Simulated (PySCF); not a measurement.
**Phosphorus: a sound run and one with changed settings**

Sound run: P [Ne] 3s2 3p3, P⁺ [Ne] 3s2 3p2. All numbers are calculated (PySCF 2.14, the non-relativistic Hamiltonian (point nucleus), in cc-pV(D+d)Z). In the sound run the correlated levels freeze [Ne]. The sound run starts from symmetry-adapted Hartree-Fock orbitals and uses a fine grid where one is needed.

Changed run: a valence shell is frozen. This setting is unsound on purpose.

```
species   method  sound run (hartree)  changed run (hartree)  converged
      P      MP2           -340.77357             -340.72405        yes
      P  CCSD(T)           -340.79336             -340.72966        yes
     P⁺      MP2           -340.39448             -340.34950        yes
     P⁺  CCSD(T)           -340.41703             -340.35208        yes
```

Ionisation energy of P:

| method | sound run (eV) | changed run (eV) |
| --- | --- | --- |
| UHF | 9.929 | 9.929 |
| MP2 | 10.316 | 10.192 |
| SCS-MP2 | 10.174 | 10.017 |
| CCSD | 10.236 | 10.274 |
| CCSD(T) | 10.240 | 10.275 |

Freezing a valence shell removes pair correlation that changes on ionisation.

For comparison, NIST gives 10.487 eV between the lowest levels.
